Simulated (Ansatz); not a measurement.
# O2 (triplet) (SMILES O=O): single points off equilibrium

How do the functionals fare away from a minimum? The structure is a structure displaced at random from a GFN2-xTB minimum.

Program: Ansatz 0.2.0, Gaussian basis. Level of theory: single points in def2-TZVPP. These are calculated values, not measurements.

Cores are frozen in the correlated methods. Orbitals are unrestricted.

**1. The starting structure**

2 atoms, charge 0, spin multiplicity 3.

Atoms are counted from 1 here; the program's logs count them from 0.

Bond lengths: O1–O2 1.156 Å.

Coordinates:

```tsv
atom	x (Å)	y (Å)	z (Å)
O1	0.4538	-0.0397	0.3023
O2	-0.5394	0.1538	-0.2566
```

**2. CCSD(T)/def2-TZVPP**

The input, run/in.yaml:

```yaml
crystal:
  periodic: [false, false, false]
  atoms:
    - {symbol: O, position_ang: [0.453800, -0.039700, 0.302300]}
    - {symbol: O, position_ang: [-0.539400, 0.153800, -0.256600]}
basis:
  gaussian: {orbitals: def2-TZVPP}
magnetization: {spin_polarized: true, initial_magnetization: 2}
correlation: {method: ccsd_t}
scf: {omitted_lower_state_checks: [cluster_reference]}
output: {forces: true}
```

The command line of these runs was not kept.

**3. PBE0-D4/def2-TZVPP**

run/in.yaml, as its differences from that of step 2:

```diff
@@ -8,4 +8,3 @@
 magnetization: {spin_polarized: true, initial_magnetization: 2}
-correlation: {method: ccsd_t}
-scf: {omitted_lower_state_checks: [cluster_reference]}
-output: {forces: true}
+hamiltonian: {xc: pbe0, dispersion: d4}
+output: {forces: true, orbitals: {seedname: orbitals}}
```

**4. wB97M-V/def2-TZVPP**

run/in.yaml, as its differences from that of step 3:

```diff
@@ -8,3 +8,3 @@
 magnetization: {spin_polarized: true, initial_magnetization: 2}
-hamiltonian: {xc: pbe0, dispersion: d4}
-output: {forces: true, orbitals: {seedname: orbitals}}
+hamiltonian: {xc: {name: wB97M-V}}
+output: {forces: true}
```

**5. r2SCAN-D4/def2-TZVPP**

run/in.yaml, as its differences from that of step 4:

```diff
@@ -8,3 +8,3 @@
 magnetization: {spin_polarized: true, initial_magnetization: 2}
-hamiltonian: {xc: {name: wB97M-V}}
+hamiltonian: {xc: r2scan, dispersion: d4}
 output: {forces: true}
```

**6. PBE-D4/def2-TZVPP**

run/in.yaml, as its differences from that of step 5:

```diff
@@ -8,3 +8,3 @@
 magnetization: {spin_polarized: true, initial_magnetization: 2}
-hamiltonian: {xc: r2scan, dispersion: d4}
+hamiltonian: {xc: pbe, dispersion: d4}
 output: {forces: true}
```

**7. B97M-V/def2-TZVPP**

run/in.yaml, as its differences from that of step 6:

```diff
@@ -8,3 +8,3 @@
 magnetization: {spin_polarized: true, initial_magnetization: 2}
-hamiltonian: {xc: pbe, dispersion: d4}
+hamiltonian: {xc: {name: B97M-V}}
 output: {forces: true}
```

**8. wB97X-V/def2-TZVPP**

run/in.yaml, as its differences from that of step 7:

```diff
@@ -8,3 +8,3 @@
 magnetization: {spin_polarized: true, initial_magnetization: 2}
-hamiltonian: {xc: {name: B97M-V}}
+hamiltonian: {xc: {name: wB97X-V}}
 output: {forces: true}
```

(Steps that only read results are left out.)

What does the calculation give? Wanted: energy less free atoms, CCSD(T)/def2-TZVPP; RMS force component; RMS force error; HOMO and LUMO, PBE0-D4; T1 diagnostic.

**Answer**, as computed:

| quantity | value |
| --- | --- |
| energy less free atoms, CCSD(T)/def2-TZVPP | -4.804 eV |
| RMS force component | 2.094 to 3.240 eV/Å over the methods |
| RMS force error | PBE0-D4 0.827, wB97M-V 0.565, r2SCAN-D4 0.202, PBE-D4 0.319, B97M-V 0.481, wB97X-V 0.588 eV/Å |
| HOMO and LUMO, PBE0-D4 | -8.48 and -2.34 eV |
| T1 diagnostic | 0.015 |

What this shows: Against CCSD(T) the functionals' energies less atoms differ by -1.287 to -0.416 eV, PBE-D4 by -1.287 eV. The reference is not at the basis limit: in triple zeta CCSD(T) underbinds, which counts against methods that bind more; the gaps are no ranking. For forces r2SCAN-D4 does best and PBE0-D4 worst. Frozen-core CCSD(T) forces in triple zeta carry basis errors of their own, and this is one geometry, so small gaps rank nothing.
